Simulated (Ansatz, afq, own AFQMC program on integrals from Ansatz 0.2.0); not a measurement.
Cu, doublet in def2-SVP, levels against CCSDTQ

A free Cu atom.

Basis def2-SVP. Noble-gas cores (and the filled d shells of Ga–Kr and In–Xe) are frozen. Integrals, coupled cluster, full CI and functionals: Ansatz 0.2.0; the random walks run on the same integrals in our own AFQMC program. The CISD trial takes its coefficients from CCSD amplitudes. Released means that phaseless walkers are propagated on without the constraint, phases kept. Uncertainties: one standard error, sampling alone. The metal's outer-core s and p shells are frozen, which shifts wave-function levels against functionals.

Determinant: ROHF, the one that the program's search chose, which needn't be the lowest solution.

No full CI on the walks' own integrals is used here; CCSDTQ serves as the reference and is uncertain by about the last step of the cluster series.

Cautions: no relativity below Rb; outer-core shells of the metal frozen; the released energies get too noisy after the second time (errors over twice the walk's own, or jumping), so no released level is given (meV from the phaseless value at times in 1/Eh: -16 ± 5 at 0.24, -15 ± 6 at 0.51, -83 ± 56 at 0.99, -29 ± 8 at 1.62, -2 ± 16 at 2.40).

- T1 diagnostic: 0.0118
- weight of the determinant in the CISD state: 0.950
- size of the correlated space: 11 electrons in 22 orbitals

```tsv
level	correlation energy (eV)
MP2	-7.6977
CCSD	-6.8574
CCSD(T)	-7.1696
```

Question: Estimate where phaseless AFQMC with the Hartree–Fock trial lies against CCSD(T) on the same integrals.

Answer: 5.40 ± 1.00 mEh above CCSD(T).

Reference: CCSDTQ, correlation energy -7.120 eV.

```
        level  E − E(reference) (mEh)  share of correlation (%)
      CCSD(T)                   -1.81                    100.69
        CCSDT                   -1.05                    100.40
     CCSDT(Q)                    1.06                     99.60
  ph-AFQMC/HF             3.58 ± 1.00                     98.63
ph-AFQMC/CISD             1.37 ± 0.15                     99.48
```

CCSDT and higher add their correlation energy to the determinant of the CCSD(T) run, since their own runs factorise the integrals more tightly (a shift of under 2 meV). A walk keeps the symmetry of its determinant, which the program's search chose and which needn't be the lowest solution, so a lower state of the same spin and another symmetry isn't excluded.
